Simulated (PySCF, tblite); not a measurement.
Isomers of C4H7FS. All values are computed: GFN2-xTB (tblite) harmonic vibrations without scaling, gas phase. The method is semi-empirical: single wavenumbers can be off by several per cent or more. One conformer each.

Electronic energies: PBE0/pcSseg-1 single points on the GFN2-xTB geometries (PySCF, gas phase).

```
           SMILES  electronic energy, lowest = 0 (kJ/mol)
        C=C(C)SCF                                    30.2
CC[C@@H]1S[C@H]1F                                     0.0
   CC[C@@H](F)C=S                                    16.8
```

Problem. How do GFN2-xTB zero-point energies change the relative energies?

Solution. 
```
           SMILES  ZPE (kJ/mol)  of it from modes above 1550 cm⁻¹  electronic (kJ/mol)  with ZPE, lowest = 0 (kJ/mol)  lowest mode (cm⁻¹)  rings
CC[C@@H]1S[C@H]1F         267.0                             126.4                  0.0                            0.0                  78      1
   CC[C@@H](F)C=S         264.0                             125.6                 16.8                           13.8                  56      0
        C=C(C)SCF         260.0                             137.4                 30.2                           23.2                  47      0
```

The zero-point energies span 7.0 kJ/mol, from `C=C(C)SCF` to `CC[C@@H]1S[C@H]1F`. The order is unchanged.

Problem. And how do the electronic energies of GFN2-xTB itself compare?

Solution. `CC[C@@H]1S[C@H]1F` 0.0; `CC[C@@H](F)C=S` 36.5; `C=C(C)SCF` 55.4 kJ/mol, lowest = 0. Against the energies above, taken from the same isomer `CC[C@@H]1S[C@H]1F`, the largest difference is 25.2 kJ/mol.

Problem. What do entropy and thermal enthalpy add at 298.15 K and 1 bar (rigid rotor, harmonic oscillator, one conformer each)?

Solution. 
```
           SMILES  point group  symmetry number  S (J/(mol K))  H − H(0) (kJ/mol)  ZPE + H − H(0) − TS (kJ/mol)
CC[C@@H]1S[C@H]1F           C1                1          345.5              20.52                         184.5
   CC[C@@H](F)C=S           C1                1          360.0              21.83                         178.5
        C=C(C)SCF           C1                1          364.4              22.76                         174.1
```
